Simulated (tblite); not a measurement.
# AlF3H2O2: the cost of one run

Programs: tblite 0.8.0 and PySCF 2.14.0. All values are calculated, for the isolated system unless a continuum is named. Atoms count from 0, parts from 1.

## 1. Starting point

8 atoms, charge 0, multiplicity 1; geometry: rigid parts in contact. Parts: 1 = atoms 0–3, `[F][Al]([F])[F]`, charge 0; 2 = atoms 4–7, `OO`, charge 0.

## 2. Bringing the parts together with GFN2-xTB

The job: settings as JSON, then the geometry in Å.

```
{"job": {"kind": "dock", "xc": "GFN2-xTB", "basis": "xTB"}, "charge": 0, "multiplicity": 1, "parts": [{"atoms": "0-3", "charge": 0, "multiplicity": 1}, {"atoms": "4-7", "charge": 0, "multiplicity": 1}]}
F      0.754851    -1.342221    -0.539631
Al     0.000474     0.000083     0.000047
F     -0.389786     1.192122    -1.043393
F     -0.365539     0.150017     1.582977
O      2.367267     0.358708    -1.323183
O      2.509572     1.674262    -0.805475
H      2.802542    -0.173594    -0.645159
H      2.075230     2.206664    -1.484012
```

Method: GFN2-xTB search for minima from random contacts, gas phase.

Run with:

```bash
OMP_NUM_THREADS=1 python cluster_run.py task.json out
```

This one command runs all jobs of the session in turn.

Q: Estimate the wall time of this first job on 1 thread of Arm Neoverse N1, shared host.

About 2.5 s.
